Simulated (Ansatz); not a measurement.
Results of LDA (Ansatz, a program for electronic structure, plane waves, PAW) for diamond.

Settings: plane-wave cutoff 520 eV, 12×12×12 k mesh, perturbation theory, force constants from a 4×4×4 q mesh, scalar-relativistic PAW data made under PBE.

Problem. Give the computed high-frequency dielectric constant, TO(Γ) frequency and zero-point energy.

Solution. 
high-frequency dielectric constant: 5.77
TO(Γ) frequency: 1323 cm⁻¹
zero-point energy: 0.184 eV/atom

Measured, for comparison: high-frequency dielectric constant 5.7 (300 K, not corrected to a static lattice, our sources range from 5.50 to 5.70; as tabulated in Skelton et al. (2020), arXiv:2005.00277); zone-centre TO phonon frequency 1333 cm⁻¹ (low temperature, zero-point motion not removed; as tabulated in Kunc et al. (2003), arXiv:cond-mat/0304692). Computed (rounded) less measured: high-frequency dielectric constant +1 % (+1 % to +5 % over the range), zone-centre TO phonon frequency -0.8 %.
